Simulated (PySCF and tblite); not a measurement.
Results of a calculation; reference values are marked as such.
System: C4H7NO, numbered as in [CH2:1]=[CH:2][N:3]([CH3:4])[CH:5]=[O:6].

For the rotation about the C2–N3 bond (torsion C1–C2–N3–C4 from 0° to 164°, rising): electronic barrier 8.63 kcal/mol, zero-point change -0.79 kcal/mol, thermal and entropy terms at 298.15 K a further 0.02 kcal/mol (symmetry numbers apart). The minimum is Cs, the saddle C1. Geometries: GFN2-xTB; energies: PBE0/pcSseg-1 + D3(BJ); zero-point and thermal terms from GFN2-xTB harmonic modes (soft modes blended into free rotors). Rates follow Eyring's equation with the number of equivalent paths and no tunnelling. Programs: tblite and PySCF.

Q: How many equivalent paths lead out of the minimum?

A: 2: the symmetry number of the minimum is 1, that of the saddle displaced along its mode 1, and the displaced saddle is chiral while the minimum is not, which doubles the count.

Q: Work out the rate at 298.15 K.

A: ΔG‡ = 7.86 kcal/mol; k_B T/h = 6.2×10¹² s⁻¹; exp(−ΔG‡/RT) = 1.7×10⁻⁶; times 2 gives k = 2.2×10⁷ s⁻¹. Wigner's tunnelling factor for the 143i cm⁻¹ mode would be 1.02.
